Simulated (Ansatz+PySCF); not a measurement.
A calculation with Ansatz (development build ahead of 0.2.0).

```yaml
crystal:
  periodic: [false, false, false]
  atoms:
    - { symbol: C, position_ang: [0.04796, 0.0, -1.61583] }
    - { symbol: C, position_ang: [-0.53435, 0.0, -0.28379] }
    - { symbol: C, position_ang: [0.16549, 0.77161, 0.90929] }
    - { symbol: C, position_ang: [0.16549, -0.77161, 0.90929] }
    - { symbol: H, position_ang: [1.12356, 0.0, -1.74822] }
    - { symbol: H, position_ang: [-0.57607, 0.0, -2.49896] }
    - { symbol: H, position_ang: [-1.61855, 0.0, -0.24893] }
    - { symbol: H, position_ang: [-0.47811, 1.2926, 1.60859] }
    - { symbol: H, position_ang: [1.09135, 1.28569, 0.67998] }
    - { symbol: H, position_ang: [-0.47811, -1.2926, 1.60859] }
    - { symbol: H, position_ang: [1.09135, -1.28569, 0.67998] }
basis:
  gaussian: { orbitals: cc-pVTZ }
magnetization:
  initial_magnetization: 1
hamiltonian:
  xc: hf
correlation:
  method: mp2
  frozen_orbitals: { C: 1, H: 0 }
output:
  forces: true
```

The input is written out in the form of the current development build from the run's settings. Correlation on restricted open-shell orbitals is semicanonical, with singles.

The run gave:

* Converged: yes
* Reference energy: -155.50916 hartree
* Correlation energy: -0.66244 hartree
* Total energy: -156.17160 hartree
* Spin squared of the determinant: 0.750
* Stability test: minimum among restricted orbitals
* Occupied orbitals by symmetry in an Abelian subgroup (alpha; beta): 11 A' 5 A''; 11 A' 4 A''

Forces (eV/Å):
| atom | Fx | Fy | Fz |
| --- | --- | --- | --- |
| C1 | 0.148 | 0.000 | 0.150 |
| C2 | 0.825 | 0.000 | 1.445 |
| C3 | -0.434 | -1.556 | -0.776 |
| C4 | -0.434 | 1.556 | -0.776 |
| H5 | -0.160 | 0.000 | 0.046 |
| H6 | 0.068 | 0.000 | 0.166 |
| H7 | 0.178 | 0.000 | 0.131 |
| H8 | 0.001 | -0.187 | -0.119 |
| H9 | -0.096 | -0.184 | -0.074 |
| H10 | 0.001 | 0.187 | -0.119 |
| H11 | -0.096 | 0.184 | -0.074 |
